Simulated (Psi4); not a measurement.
**B2H4F− (SMILES B[BH2-]F): BHLYP/aug-cc-pVDZ**

Aim: the vertical singlet–triplet gap of B2H4F− at BHLYP/aug-cc-pVDZ, from 2 runs. 

The results are computed with Psi4 1.11.

## 1. The structure to begin with

B2H4F−: 7 atoms, total charge -1, spin state singlet. As SMILES, `B[BH2-]F`. Geometry: relaxed at GFN2-xTB.

Bond lengths: B1–B2 1.681 Å, B2–F3 1.482 Å, B1–H4 1.197 Å, B1–H5 1.194 Å, B2–H6 1.236 Å, B2–H7 1.237 Å. Angles: B1–B2–F3 115.0°, B1–B2–H6 111.7°, B1–B2–H7 111.7°, F3–B2–H6 105.7°, F3–B2–H7 105.6°, B2–B1–H4 120.9°, B2–B1–H5 127.4°, H6–B2–H7 106.6°, H4–B1–H5 111.7°.

## 2. A single-point energy at BHLYP/aug-cc-pVDZ

input.json

```json
{
 "schema_name": "qcschema_input",
 "schema_version": 1,
 "molecule": {
  "schema_name": "qcschema_molecule",
  "schema_version": 2,
  "symbols": ["B", "B", "F", "H", "H", "H", "H"],
  "geometry": [-1.05350342, -1.03383137, -1.14630787, 0.69704438, 0.74120728, 0.82157733, 3.46520969, 0.41022175, 0.56502811, -3.31250092, -0.92262099, -1.11289751, -0.31273078, -2.50222416, -2.69159361, 0.21163043, 0.28419591, 3.0601469, 0.30483172, 3.02307047, 0.50406555],
  "molecular_charge": -1,
  "molecular_multiplicity": 1,
  "fix_symmetry": "c1"
 },
 "driver": "energy",
 "model": {
  "method": "bhhlyp",
  "basis": "aug-cc-pVDZ"
 },
 "keywords": {
  "puream": true,
  "e_convergence": 1e-09,
  "d_convergence": 1e-08,
  "scf_type": "pk",
  "dft_radial_points": 99,
  "dft_spherical_points": 590
 }
}
```

Run with:

```bash
$ psi4 --qcschema input.json -n 1 --memory 1600MB
```

stdout:

```text
[...]
  Running in c1 symmetry.
[...]
  Nuclear repulsion =   54.246339671864021
[...]
  Multiplicity = 1
[...]
  Nalpha       = 12
  Nbeta        = 12
[...]
    Number of basis functions: 105
[...]
   @RKS iter   1:  -151.72365250436440   -8.69848e-01   5.30141e-03 DIIS/ADIIS
[...]
   @RKS iter  11:  -151.92639912755396   -2.18847e-12   1.80650e-09 DIIS
[...]
    Orbital Energies [Eh]
    ---------------------
    Doubly Occupied:
       1A    -25.035624     2A     -6.872727     3A     -6.836817
       4A     -1.057566     5A     -0.412963     6A     -0.347242
       7A     -0.267565     8A     -0.264565     9A     -0.240379
      10A     -0.197716    11A     -0.125461    12A     -0.098603
[...]
  @RKS Final Energy:  -151.92639912755396
   => Energetics <=
    Nuclear Repulsion Energy =             54.2463396718640212
    One-Electron Energy =                -321.2704340926946998
    Two-Electron Energy =                 125.6084512768240842
    DFT Exchange-Correlation Energy =     -10.5107559835473463
    Empirical Dispersion Energy =           0.0000000000000000
    VV10 Nonlocal Energy =                  0.0000000000000000
    Total Energy =                       -151.9263991275539354
[...]
 Multipole Moments:
 ------------------------------------------------------------------------------------
     Multipole            Electronic (a.u.)      Nuclear  (a.u.)        Total (a.u.)
 ------------------------------------------------------------------------------------
 L = 1.  Multiply by 2.5417464519 to convert [e a0] to [Debye]
 Dipole X            :          3.9699750           -3.7130195            0.2569555
 Dipole Y            :         -0.1563137           -0.1624810           -0.3187947
 Dipole Z            :         -0.0207345           -0.3104543           -0.3311889
 Magnitude           :                                                    0.5266329
[...]
```

The result, in JSON:

```text
{
 "driver": "energy",
 "model": {
  "method": "bhhlyp",
  "basis": "aug-cc-pVDZ"
 },
 "success": true,
 "return_result": -151.92639912755396,
 "properties": {
  "calcinfo_nbasis": 105,
  "calcinfo_nmo": 105,
  "calcinfo_nalpha": 12,
  "calcinfo_nbeta": 12,
  "calcinfo_natom": 7,
  "nuclear_repulsion_energy": 54.24633967186402,
  "return_energy": -151.92639912755396,
  "scf_one_electron_energy": -321.2704340926947,
  "scf_two_electron_energy": 125.60845127682408,
  "scf_xc_energy": -10.510755983547346,
  "scf_dipole_moment": [0.2569555073611216, -0.31879466513480503, -0.3311888519946285],
  "scf_total_energy": -151.92639912755396,
  "scf_iterations": 11
 }
}
```

Run time: 21 s. Hardware: 1 thread of Intel Xeon 6975P-C (Granite Rapids), shared host; peak memory 0.67 GiB.

## 3. The triplet: energy and forces at UBHLYP/aug-cc-pVDZ

calc.dat

```
memory 1600 MB

molecule mol {
  -1 3
  B
  B 1 r2
  F 2 r3 1 a3
  H 1 r4 2 a4 3 d4
  H 1 r5 4 a5 2 d5
  H 2 r6 3 a6 1 d6
  H 2 r7 6 a7 3 d7

  r2 = 1.680731
  r3 = 1.481517
  a3 = 114.96789
  r4 = 1.196988
  a4 = 120.91753
  d4 = -179.89171
  r5 = 1.19421
  a5 = 111.71081
  d5 = -179.99213
  r6 = 1.23602
  a6 = 105.67463
  d6 = 123.67466
  r7 = 1.236684
  a7 = 106.64121
  d7 = -112.04869
  symmetry c1
}

set {
  basis aug-cc-pVDZ
  reference uks
  puream true
  e_convergence 1e-09
  d_convergence 1e-08
  scf_type pk
  dft_radial_points 99
  dft_spherical_points 590
  maxiter 200
}

result = gradient('bhhlyp')
```

Run with:

```bash
$ psi4 -n 1 calc.dat calc.out
```

calc.out, shortened:

```text
[...]
  Running in c1 symmetry.
[...]
  Nuclear repulsion =   54.246353331715980
[...]
  Multiplicity = 3
[...]
  Nalpha       = 13
  Nbeta        = 11
[...]
    Number of basis functions: 105
[...]
   @UKS iter   1:  -151.61084581804661   -7.57040e-01   4.87714e-03 ADIIS/DIIS
[...]
   @UKS iter  15:  -151.81277429660815   -1.47224e-11   8.07264e-09 DIIS
[...]
   @S^2 Observed:                2.007421646E+00
[...]
  @UKS Final Energy:  -151.81277429660815
   => Energetics <=
    Nuclear Repulsion Energy =             54.2463533317159801
    One-Electron Energy =                -320.2464483301142764
    Two-Electron Energy =                 124.6582344653287464
    DFT Exchange-Correlation Energy =     -10.4709137635385847
    Empirical Dispersion Energy =           0.0000000000000000
    VV10 Nonlocal Energy =                  0.0000000000000000
    Total Energy =                       -151.8127742966081541
[...]
 Multipole Moments:
 ------------------------------------------------------------------------------------
     Multipole            Electronic (a.u.)      Nuclear  (a.u.)        Total (a.u.)
 ------------------------------------------------------------------------------------
 L = 1.  Multiply by 2.5417464519 to convert [e a0] to [Debye]
 Dipole X            :         -0.0025286            0.0024390           -0.0000896
 Dipole Y            :         -3.3569851            2.9124116           -0.4445735
 Dipole Z            :          3.4536126           -2.3296220            1.1239906
 Magnitude           :                                                    1.2087185
[...]
  -Total Gradient:
     Atom            X                  Y                   Z
    ------   -----------------  -----------------  -----------------
       1       -0.000037576926    -0.007219263172     0.082182082422
       2       -0.000269034163     0.022243746723    -0.106570515050
       3        0.000080436434    -0.021009814760     0.020459916747
       4       -0.000013008416    -0.013214260490    -0.014212709696
       5        0.000037720596     0.016372471280    -0.014879058839
       6        0.007580692928     0.001392725302     0.016459871088
       7       -0.007379017708     0.001416745071     0.016576420865
[...]
```

Wall time 38 s (1 thread of Intel Xeon 6975P-C (Granite Rapids), shared host); peak memory 0.66 GiB.

## 4. Results

Level: BHLYP/aug-cc-pVDZ.

```
                                                      quantity          value
                                         singlet: total energy  -151.92640 Eh
                                          singlet: HOMO energy       -2.68 eV
                                          singlet: LUMO energy        3.40 eV
singlet: HOMO–LUMO gap (to an unbound level, set by the basis)        6.08 eV
                                         triplet: total energy  -151.81277 Eh
                   triplet: HOMO energy (highest over α and β)        0.38 eV
                    triplet: LUMO energy (lowest over α and β)        1.60 eV
                                                 triplet: ⟨S²⟩          2.007
                             triplet: largest force on an atom     5.598 eV/Å
              vertical energy of the triplet above the singlet       3.092 eV
```

In words: At this shape the triplet lies 3.09 eV (71 kcal/mol) above the singlet. The HOMO (triplet) lies at positive energy, 0.38 eV; only total energies tell whether the electron is bound.
